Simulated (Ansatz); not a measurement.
## Ansatz (development build ahead of 0.2.0) run

```yaml
crystal:
  periodic: [false, false, false]
  atoms:
    - { symbol: Al, position_ang: [0.0, 0.0, 0.0] }
    - { symbol: P, position_ang: [0.0, 0.0, 3.3037] }
basis:
  gaussian: { orbitals: pcseg-2 }
total_charge: 1
magnetization:
  spin_polarized: true
  initial_magnetization: 3
hamiltonian:
  xc: r2scan
```

The input is written out in the form of the current development build from the run's settings.

The run gave:

```
Converged                       : yes
Total energy                    : -583.36505 hartree
Spin squared of the determinant : 3.757
Stability test                  : minimum
```
